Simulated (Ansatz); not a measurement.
This Ansatz (a first-principles code) input (MP2/cc-pV(T+d)Z) gives -342.96944 Eh with 95 basis functions. A basis named .json is the Basis Set Exchange file of that set (core-valence sets with the plain set on hydrogen).

Ansatz 0.2 input:
```yaml
crystal:
  periodic: [false, false, false]
  atoms:
    - {symbol: P, position_ang: [0.00000000, 0.00000000, 0.00000000]}
    - {symbol: H, position_ang: [0.01153407, 1.31627200, -0.47059855]}
    - {symbol: H, position_ang: [1.13540986, -0.67067869, -0.46389931]}
    - {symbol: H, position_ang: [-1.14728752, -0.65050087, -0.46340908]}
    - {symbol: H, position_ang: [0.00034359, 0.00490756, 1.39790694]}
basis:
  gaussian:
    orbitals: cc-pV_T+d_Z.json
    fitting: {mean_field: def2-universal-jkfit, correlation: aug-cc-pVTZ-RIFIT.json}
total_charge: 1
magnetization: {spin_polarized: false}
correlation: {method: mp2, electrons: outside_noble_gas}
```

Change:
```diff
- fitting: {mean_field: def2-universal-jkfit, correlation: aug-cc-pVTZ-RIFIT.json}
+ fitting: {mean_field: def2-universal-jkfit, correlation: cc-pVDZ-RIFIT.json}
```

Problem. What does the run give now?

Solution. -342.96869 Eh (MP2/cc-pV(T+d)Z, 95 functions), a change of +0.75 mEh.
